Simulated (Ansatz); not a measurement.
# BNH₂ (triplet): wave-function methods side by side, def2-TZVPP

The task here is to estimate one member of a computed series from the others.

The runs use Ansatz 0.2.0, Gaussian basis; def2-TZVPP, core rule «outside noble gas», up to 2 orbitals frozen.

Plan: UHF; ROHF; CCSD(T) on UHF.

2 further runs of the same task are left out: 2 set aside as unsound or not needed.

### What is computed

The geometry is a PBE0/def2-TZVP stationary point (not a proven minimum) of the parent state, kept for this charge and spin.

4 atoms, charge 0, spin multiplicity 3.

Atoms are counted from 1 here; the program's logs count them from 0.

Bond lengths: B1–N2 1.371 Å, N2–H3 1.011 Å, N2–H4 1.011 Å. Angles: B1–N2–H3 122.7°, B1–N2–H4 122.7°, H3–N2–H4 114.6°.

Coordinates:

| atom | x (Å) | y (Å) | z (Å) |
| --- | --- | --- | --- |
| B1 | 0.0000 | 0.0000 | 0.8600 |
| N2 | 0.0000 | 0.0000 | -0.5115 |
| H3 | 0.0000 | 0.8509 | -1.0580 |
| H4 | 0.0000 | -0.8509 | -1.0580 |

Set-up of the first run:

in.yaml

```yaml
crystal:
  periodic: [false, false, false]
  atoms:
    - {symbol: B, position_ang: [0.000000, 0.000000, 0.859982]}
    - {symbol: N, position_ang: [0.000000, 0.000000, -0.511503]}
    - {symbol: H, position_ang: [0.000000, 0.850874, -1.057997]}
    - {symbol: H, position_ang: [0.000000, -0.850874, -1.057997]}
basis:
  gaussian: {orbitals: def2-TZVPP}
magnetization: {spin_polarized: true, initial_magnetization: 2}
hamiltonian: {xc: hf}
output: {orbitals: {seedname: orbitals}}
```

Run with:

```console
ansatz run in.yaml --threads 1 --pin off --events-out ev --progress --plain --max-ram 4096MiB --backend cpu
```

Among the steps run: UHF; ROHF; CCSD(T) on UHF.

One table of the session follows, with a row left open; its other results are not shown here.

It belongs to the step «Misses and costs». 

| method | from UCCSD(T) (meV) |
| --- | --- |
| ROHF | ? |
| UHF | +7829.6 |
| UMP2 | +706.7 |
| UCCSD | +291.0 |
| UCCSD(T) | 0 |

Estimate the missing values for ROHF.

The run gave: from UCCSD(T) (meV): +7897.1. In the column «from UCCSD(T) (meV)» it is the highest.
